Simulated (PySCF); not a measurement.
**Static response to an electric field**

Species: C5H9N.
Geometry (PBE0-D3(BJ)/def2-SVP, Å), atoms numbered from 1 in this order:
```
atom  x, y, z in Å
C1     0.1353   -2.4778    1.2781
N2     0.0783   -1.4361    0.7423
C3     0.0089   -0.1652    0.0858
C4    -0.6574    0.8288    1.0395
C5     1.4348    0.2767   -0.2500
C6    -0.8199   -0.3301   -1.1899
H7    -0.7228    1.8178    0.5628
H8    -1.6729    0.4965    1.2986
H9    -0.0766    0.9247    1.9681
H10    1.4139    1.2527   -0.7564
H11    2.0385    0.3688    0.6643
H12    1.9204   -0.4527   -0.9141
H13   -0.8905    0.6341   -1.7143
H14   -0.3536   -1.0628   -1.8640
H15   -1.8361   -0.6751   -0.9514
```

Level: wB97X-D/def2-SVPD (PySCF), static field, nuclei fixed, core orbitals frozen in the response. The polarisability tensor in these axes (au):

```
x   61.42 -0.58  0.29
y   -0.58 71.89 -5.41
z    0.29 -5.41 64.18
```

Problem. Diagonalise the tensor; give its mean and Δα, where Δα² is half the sum of the squared differences of the eigenvalues.

Solution. Principal values 61.38, 61.40 and 74.71 au; mean 65.83 au = 9.76 Å³ = 10.85 × 10⁻⁴⁰ C²·m²/J; Δα = 13.32 au (20 % of the mean).

Problem. What is the dipole moment, and where does it point?

Solution. (-0.20, 3.60, -1.85) D, 4.05 D in size, pointing from the negative to the positive side. Measured along this direction, the outermost atoms are C1 at the negative end and H7, H13 and H10 at the positive end.

Problem. What depolarisation ratio follows for Rayleigh scattering of linearly polarised light, taking the static tensor?

Solution. ρ = 3Δα²/(45ᾱ² + 4Δα²) = 532.5/(195022 + 710.0) = 0.00272.

Problem. Molar refractivity from α?

Solution. Lorentz–Lorenz: R = (4π/3)N_A α = 2.5225 cm³/(mol·Å³) × 9.76 Å³ = 24.6 cm³/mol, in the limit of long wavelengths.

Problem. Find the Langevin capture rate constant for H3+ (3.023 u) meeting this molecule (83.073 u), k = 2.342 × 10⁻⁹ cm³/s × √(α in Å³ / reduced mass in u).

Solution. The reduced mass is 2.92 u, so k = 4.28 × 10⁻⁹ cm³/s. The formula leaves out the permanent dipole, which adds to the capture rate.

Geometry: PBE0-D3(BJ)/def2-SVP; no solvent, vibrations or thermal averaging.
